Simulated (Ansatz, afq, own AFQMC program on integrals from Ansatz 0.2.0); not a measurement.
# BH₂, doublet in cc-pVTZ, levels against full CI

```yaml
atoms:
  - { symbol: B, position_ang: [0.0000, -0.0800, 0.0000] }
  - { symbol: H, position_ang: [0.0000, 0.4291, -1.0770] }
  - { symbol: H, position_ang: [0.0000, 0.4291, 1.0770] }
```

Basis cc-pVTZ. Only valence electrons are correlated. Integrals, coupled cluster, full CI and functionals: Ansatz 0.2.0; the random walks run on the same integrals in our own AFQMC program. The CISD trial takes its coefficients from CCSD amplitudes. Released means that phaseless walkers are propagated on without the constraint, phases kept. Free projection: walkers drawn from exp(T), propagated without any constraint. Its projection time is finite, and what remains of the start isn't in its error. Uncertainties: one standard error, sampling alone.

Determinant: UHF, the one that the program's search chose, which needn't be the lowest solution. The geometry is a PBE0/def2-TZVP stationary point of this or a neighbouring charge and spin state.

Full CI is exact in this basis; its frozen core comes from its own orbitals, which moves totals by up to a few meV.

Cautions: the released energies have errors that jump between times, so the bars are unsure, so no released level is given (meV from the phaseless value at times in 1/Eh: -0.8 ± 0.6 at 0.24, 4 ± 6 at 0.50, -1.1 ± 0.6 at 1.00, -2.2 ± 0.7 at 1.50), though the last usable value meets full CI within the noise; full CI with its own frozen core.

The T1 diagnostic is 0.0098. The weight of the determinant in the CISD state is 0.950 and the ⟨S²⟩ of the determinant is 0.754. The size of the correlated space is 5 electrons in 57 orbitals.

```tsv
level	correlation energy (eV)
MP2	-2.2421
CCSD	-2.7437
CCSD(T)	-2.7969
```

Problem. Estimate where phaseless AFQMC with a CISD trial lies against CCSD(T) on the same integrals.

Solution. 9.2 ± 0.9 meV below CCSD(T).

Reference: full CI, correlation energy -2.809 eV.

```json
{"level": "CCSD(T)", "E − E(reference) (meV)": "12.5", "share of correlation (%)": "99.56"}
{"level": "CCSDT", "E − E(reference) (meV)": "0.4", "share of correlation (%)": "99.99"}
{"level": "CCSDT(Q)", "E − E(reference) (meV)": "-0.3", "share of correlation (%)": "100.01"}
{"level": "ph-AFQMC/HF", "E − E(reference) (meV)": "12.4 ± 9.8", "share of correlation (%)": "99.56"}
{"level": "ph-AFQMC/CISD", "E − E(reference) (meV)": "3.3 ± 0.9", "share of correlation (%)": "99.88"}
{"level": "free AFQMC", "E − E(reference) (meV)": "-2.0 ± 0.9", "share of correlation (%)": "100.07"}
```

CCSDT and higher add their correlation energy to the determinant of the CCSD(T) run, since their own runs factorise the integrals more tightly (a shift of under 2 meV). Free projections are given only where their last times agree within the noise and don't stop above the reference; a slow remainder of the start can still hide under it. A walk keeps the symmetry of its determinant, which the program's search chose and which needn't be the lowest solution, so a lower state of the same spin and another symmetry isn't excluded.
